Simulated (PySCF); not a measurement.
# OF (Oxygen monofluoride): UTPSS/aug-cc-pVTZ

What is the vertical electron affinity of OF (Oxygen monofluoride) at UTPSS/aug-cc-pVTZ? The job is set up through a Python script.

The results are computed with PySCF 2.14.0.

1 further run of the same task is left out (set aside as unsound or not needed).

## (1) The molecule

The species is OF (2 atoms), meant as a doublet with charge 0. As SMILES, `[O]F`. Geometry: relaxed at PBE0-D4/def2-TZVP.

Bond lengths: O1–F2 1.330 Å.

## (2) The energy at UTPSS/aug-cc-pVTZ

File calc.py:

```python
from pyscf import gto, dft

mol = gto.M(
    atom='''
O      0.000000     0.000000    -0.015950
F      0.000000     0.000000     1.314400
''',
    max_memory=1860,
    basis='aug-cc-pvtz',
    spin=1,
    verbose=4,
)

myscf = dft.UKS(mol, xc='tpss')
myscf.conv_tol = 1e-10
myscf.grids.level = 5
myscf.kernel()
if not myscf.converged:
    myscf = myscf.newton().run(myscf.mo_coeff, myscf.mo_occ)

energy = myscf.e_tot
print(f'total energy: {energy:.8f} hartree')
```

Command:

```console
OMP_NUM_THREADS=1 python calc.py
```

What it wrote:

```text
PySCF version 2.14.0

[INPUT] num. atoms = 2
[INPUT] num. electrons = 17
[INPUT] charge = 0
[INPUT] spin (= nelec alpha-beta = 2S) = 1
[INPUT] symmetry False subgroup None
[INPUT] Mole.unit = angstrom
[INPUT] Symbol           X                Y                Z      unit          X                Y                Z       unit  Magmom
[INPUT]  1 O      0.000000000000   0.000000000000  -0.015950000000 AA    0.000000000000   0.000000000000  -0.030141131687 Bohr   0.0
[INPUT]  2 F      0.000000000000   0.000000000000   1.314400000000 AA    0.000000000000   0.000000000000   2.483856018128 Bohr   0.0

nuclear repulsion = 28.6396506079152
number of shells = 26
number of NR pGTOs = 116
number of NR cGTOs = 92
basis = aug-cc-pvtz
ecp = {}

[... 34 lines left out ...]
WARN: beta  nocc = 8  HOMO -0.298929993981666 >= LUMO -0.298929993981644
[... 1 line left out ...]
WARN: HOMO -0.298929993981643 >= LUMO -0.298929993981644
[... 46 lines left out ...]
converged SCF energy = -174.970533596072  <S^2> = 0.75283693  2S+1 = 2.0028349
total energy: -174.97053360 hartree
```

Run time: 22 s. Hardware: 1 thread of Arm Neoverse V2, shared host; peak memory 0.48 GiB.

## (3) The singlet anion

File run.py:

```python
from pyscf import gto, dft

molecule = gto.M(
    atom='O 0.000000 0.000000 -0.015950; F -0.000000 -0.000000 1.314400',
    spin=0,
    max_memory=1860,
    verbose=3,
    basis='aug-cc-pvtz',
    charge=-1,
)

ks = dft.RKS(molecule)
ks.xc = 'tpss'
ks.conv_tol = 1e-10
ks.grids.level = 5
ks.kernel()
if not ks.converged:
    ks = ks.newton().run(ks.mo_coeff, ks.mo_occ)

e_final = ks.e_tot
print(f'total energy: {e_final:.8f} hartree')
```

Command:

```console
OMP_NUM_THREADS=1 python run.py
```

What it wrote:

```text
converged SCF energy = -175.026396022222
total energy: -175.02639602 hartree
```

Wall time 11 s (1 thread of Arm Neoverse V2, shared host); peak memory 0.48 GiB.

## (4) Results

Level: UTPSS/aug-cc-pVTZ.

| quantity | value |
| --- | --- |
| doublet OF: total energy | -174.97053 Eh |
| doublet OF: dipole moment | 0.18 D |
| doublet OF: HOMO energy (highest over α and β) | -7.28 eV |
| doublet OF: LUMO energy (lowest over α and β) | -6.10 eV |
| doublet OF: ⟨S²⟩ | 0.753 |
| singlet anion: total energy | -175.02640 Eh |
| singlet anion: HOMO energy | 2.76 eV |
| singlet anion: LUMO energy | 5.72 eV |
| singlet anion: HOMO–LUMO gap (to an unbound level, set by the basis) | 2.96 eV |
| vertical electron affinity (to the singlet anion) | 1.520 eV |

In words: At fixed nuclei the extra electron is bound by 1.52 eV (147 kJ/mol). The HOMO (singlet anion) lies at positive energy, 2.76 eV, as semi-local functionals often give for anions; only total energies tell whether the electron is bound.
